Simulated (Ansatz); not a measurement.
Basis-set series for CH$_{4}$AlN, SMILES `N=[CH][AlH2]`. Charge 0, multiplicity 1. The geometry is a stationary point of PBE0-D4/def2-TZVP. It is one conformer, not always the lowest.

```csv
functional,basis,functions,energy (Eh),HOMO (eV),LUMO (eV)
PBE0-D4,def2-SVP,66,-337.25872,-6.82,-1.92
PBE0-D4,def2-QZVPP,304,-337.46563,-7.02,-2.06
ωB97M-V,def2-SVP,66,-337.42332,-9.08,-0.08
ωB97M-V,def2-QZVPP,304,-337.63480,-9.31,-0.36
```

**Question.** Give the rows for def2-TZVPP. (Best estimate.)

**Answer.** The calculation gave: 
| functional | basis | functions | energy (Eh) | HOMO (eV) | LUMO (eV) |
| --- | --- | --- | --- | --- | --- |
| PBE0-D4 | def2-TZVPP | 160 | -337.45250 | -6.99 | -2.03 |
| ωB97M-V | def2-TZVPP | 160 | -337.62212 | -9.28 | -0.24 |

Results of the Gaussian-basis code of Ansatz.
